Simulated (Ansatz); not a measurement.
This geometry of CH4NSi (7 atoms, charge -1, multiplicity 1) is a first-order saddle point.

These are results of RKS LDA/def2-SVP (Ansatz 0.2.0), not measurements.

```xyz
7
Properties=species:S:1:pos:R:3
C -1.367 -0.504 -1.041
Si -0.279 0.405 -0.228
N 1.253 -0.037 0.579
H -2.009 -1.085 -1.707
H -0.286 1.885 0.215
H 1.360 0.396 1.511
H 1.328 -1.060 0.670
```

(1) Which two structures does it join? (They come from a converged band through this point; their orientation in space is the band's.)

(2) How far does it lie above each of them?

## Answers

(1) No bond is made or broken. The dihedral H4–C1–Si2–N3 changes from -174 to 2° by way of a nearly straight angle H4–C1–Si2 (up to 172°), not by a turn about the bond.

Image 0:

```xyz
7
Properties=species:S:1:pos:R:3
C -1.166 -0.915 -0.950
Si -0.285 0.363 -0.249
N 1.240 -0.014 0.599
H -2.056 -0.612 -1.561
H -0.294 1.907 -0.031
H 1.249 0.316 1.575
H 1.311 -1.044 0.617
```

Image 10:

```xyz
7
Properties=species:S:1:pos:R:3
C -1.598 -0.183 -1.168
Si -0.310 0.447 -0.253
N 1.211 -0.084 0.566
H -1.602 -1.290 -1.352
H -0.239 1.940 0.052
H 1.289 0.283 1.529
H 1.248 -1.112 0.626
```

(2) 25.6 kJ/mol above the first and 23.2 kJ/mol above the second. This is the barrier of this one path; another mechanism may lie lower. Limits of this set-up: an anion without diffuse functions, the dipole of an ion depends on the origin.

The run took 42 s on 1 CPU thread of a shared host.
